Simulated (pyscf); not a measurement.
HN=Si: [singlet] + HF -> HN=Si: [singlet] + HF (four-centre exchange; singlet surface; H–N, F–H broken, H–N, F–H formed). PySCF, gas phase, ωB97X-D3(BJ)/def2-SVP geometries. Correlated levels are frozen-core, on RHF or UHF. ΔMP2 is the change of the MP2 total energy from the triple- to the quadruple-zeta basis. Energies in kcal/mol from the separated reactants.

```tsv
level	barrier	reaction energy
PBE/def2-TZVP	32.7	0.0
r²SCAN/def2-TZVP	…	0.0
B3LYP-D3(BJ)/def2-TZVP	39.2	0.0
ωB97M-D3(BJ)/def2-TZVP	41.2	0.0
HF/def2-TZVP	59.3	0.0
CCSD(T)/def2-TZVPP	46.5	0.0
CCSD(T)/def2-TZVPP + ΔMP2(QZVPP)	…	0.0
```

Fill in the missing entries.


- r²SCAN/def2-TZVP, barrier: 37.0
- CCSD(T)/def2-TZVPP + ΔMP2(QZVPP), barrier: 46.3

On the reactant side the descent ends in a complex, 7.0 kcal/mol under the separated species and 49.0 kcal/mol under the saddle at ωB97X-D3(BJ)/def2-TZVP. On the product side the descent ends in a complex, 7.0 kcal/mol under the separated species and 49.0 kcal/mol under the saddle at ωB97X-D3(BJ)/def2-TZVP. At ωB97X-D3(BJ) the barrier from the zero used here is 42.0 kcal/mol. The same reactants have a lower exit, to H₂N–Si:–F [singlet] (barrier -1.5 kcal/mol at ωB97M-D3(BJ), against +41.2 kcal/mol here). This is the saddle that the search found; another between the same sides may lie lower. The CCSD(T) − MP2 part came from Ansatz, without density fitting, on the same reference.
